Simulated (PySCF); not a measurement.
Several species in one continuum solvent.

Computed with PySCF at PBE0/pcSseg-1, non-relativistic, each on one gas-phase PBE0-D3(BJ)/def2-SVP geometry that isn't relaxed in the solvent. The solvent is an IEF-PCM continuum (Bondi radii, 1.10 Å for H, scaled by 1.2). The model holds no explicit solvent molecules, cavitation or dispersion.

Problem. Order them by E(solvent) − E(gas) in chloroform (ε = 4.711), most negative first (kcal/mol).
A. `FC(F)(F)F`
B. `[CH2:1]=[CH:2]/[C:3]([F:4])=[C:5](/[CH3:6])[Cl:7]` with C1–C2–C3–F4 -1°
C. `[BH:1]1[CH2:2][CH2:3][CH2:4][C@H:5]1[CH:6]1[CH2:7][CH2:8][CH2:9][CH2:10]1` with C4–C5–C6–C7 -58°, C5–B1–C2–C3 10°, B1–C2–C3–C4 -29°, C2–C3–C4–C5 38°, C3–C4–C5–C6 -167°
D. `[BH2:1][PH2+:2][BH2-:3][CH3:4]` with H–B1–P2–B3 -86° and 87°, B1–P2–B3–C4 64°

Solution. D (-3.9), B (-1.7), C (-0.8), A (-0.4).

| SMILES | charge | ΔE (kcal/mol) | polarisation term (kcal/mol) | HOMO shift (eV) | dipole gas (D) | dipole solvent (D) | atoms |
| --- | --- | --- | --- | --- | --- | --- | --- |
| B[PH2+][BH2-]C | 0 | -3.9 | -4.7 | -0.04 | 3.93 | 4.92 | 13 |
| C=C/C(F)=C(/C)Cl | 0 | -1.7 | -1.8 | +0.02 | 0.24 | 0.29 | 13 |
| B1CCC[C@H]1C1CCCC1 | 0 | -0.8 | -0.8 | +0.09 | 0.34 | 0.43 | 27 |
| FC(F)(F)F | 0 | -0.4 | -0.4 | +0.08 | 0.00 | 0.00 | 5 |

The polarisation term is half the interaction of the solute with the induced surface charges.
